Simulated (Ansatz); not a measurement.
Input for Ansatz (development build ahead of 0.2.0):

```yaml
crystal:
  periodic: [false, false, false]
  atoms:
    - { symbol: C, position_ang: [-0.01068, -0.01581, -1.26156] }
    - { symbol: C, position_ang: [0.03957, -0.02111, 0.0221] }
    - { symbol: C, position_ang: [-0.00073, -0.04711, 1.32452] }
    - { symbol: H, position_ang: [-0.04086, -0.96224, -1.8614] }
    - { symbol: H, position_ang: [0.0329, 0.9375, -1.83727] }
    - { symbol: H, position_ang: [-0.92015, 0.01077, 1.829] }
    - { symbol: H, position_ang: [0.92656, 0.04719, 1.88789] }
basis:
  gaussian: { orbitals: def2-TZVP }
hamiltonian:
  xc: hf
correlation:
  method: mp2
  frozen_orbitals: { C: 1, H: 0 }
```

The input is written out in the form of the current development build from the run's settings.

The run gave:

| Quantity | Value |
| --- | --- |
| Converged | yes |
| Reference energy | -115.90418 hartree |
| Correlation energy | -0.46500 hartree |
| Total energy | -116.36918 hartree |
| Spin squared of the determinant | 0.000 |
